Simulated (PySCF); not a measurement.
Gas-phase reaction: 2 CHCl₂ = 4 Cl + H₂ + 2 C

Energies from PySCF, thermal terms from the rigid-rotor harmonic-oscillator model, ideal gas at 1 bar. † marks an energy on the PBE0/def2-TZVP geometry and frequencies; other levels use their own. MP2 freezes the core. 6-31G* has spherical d functions here. Open shells (unrestricted): CHCl₂ (multiplicity 2), Cl (multiplicity 2, electronic degeneracy 6), C (multiplicity 3, electronic degeneracy 9); the rest are closed-shell singlets. Spin-orbit splitting is ignored; it lowers the true energy and changes the entropy of Cl, C. B3LYP is the form with VWN-RPA correlation. CHCl₂: computed as isolated molecules; such fragments, hydroxides, amides, oligomers or adducts are transient or little studied in the gas. MP2 isn't extrapolated to the basis-set limit; its ΔH°(298 K) is 1658.2 kJ in def2-SVP and 1766.4 kJ in def2-TZVPP. The harmonic model lacks anharmonicity and excited electronic states, which grow with temperature; levels with a mode under 35 cm⁻¹ are left out.

```
level               ΔE electronic, kJ  ΔH°(298 K), kJ  ΔS°(298 K), J/K  ΔG°(800 K), kJ
------------------  -----------------  --------------  ---------------  --------------
B3LYP/6-31G*                     1725            1691              557            1235
B3LYP/def2-TZVP†                 1748            1713              556            1258
HF/6-31G*                        1141            1101              561             641
MP2/def2-SVP†                    1693            1658              556            1203
PBE/def2-TZVP†                   1935            1900              556            1445
PBE0/def2-QZVP†                  1866            1831              556            1376
PBE0/def2-TZVP                   1864            1829              556            1374
ωB97M-V/def2-TZVP†               1808            1773              556            1318
ωB97X-V/def2-TZVP†               1808            1774              556            1318
```
ΔH° is lowest at HF/6-31G* and highest at PBE/def2-TZVP†. No reference value is set beside these.
